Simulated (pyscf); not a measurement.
HO–Si:–Cl (SMILES O[Si]Cl) [singlet] + H₂ (SMILES [H][H]) → :HSi–Cl (SMILES [SiH]Cl) [singlet] + H₂O (SMILES O), a four-centre exchange (singlet surface; O–Si, H–H broken, H–Si, H–O formed). Structures and frequencies: ωB97X-D3(BJ)/def2-SVP in PySCF. Energies in kJ/mol from the separated reactants.

AM1 to PM7: differences of heats of formation from MOPAC, which are fitted to 298 K values and so differ in kind from electronic energies by zero-point and thermal terms. 

Q: In single points PM6 puts the saddle at 213.5 kJ/mol and the reaction energy at +255.1 kJ/mol. Should these be trusted to within a few kcal/mol? Compare with ωB97M-D3(BJ)/def2-TZVP.

A: ωB97M-D3(BJ)/def2-TZVP gives ΔE‡ = 165.1 kJ/mol and ΔE = +152.3 kJ/mol. PM6 lies 48.4 kJ/mol over it in the barrier and 102.7 kJ/mol over it in the reaction energy, so on this step it does not hold to within 12.6 kJ/mol. At PM6 this geometry lies under one side, so its ΔE‡ may be no barrier of that level. ωB97M-D3(BJ)/def2-TZVP has limits of its own. On the product side the descent ends in an adduct with a O–Si contact (not fully relaxed), 76.5 kJ/mol under the separated species and 88.3 kJ/mol under the saddle at ωB97X-D3(BJ)/def2-TZVP. What is counted as broken (O–Si) persists as a longer contact in the product adduct; parting that adduct is a step of its own. At the saddle there is also a short H–Si contact that neither side keeps. This is the saddle that the search found; another between the same sides may lie lower.
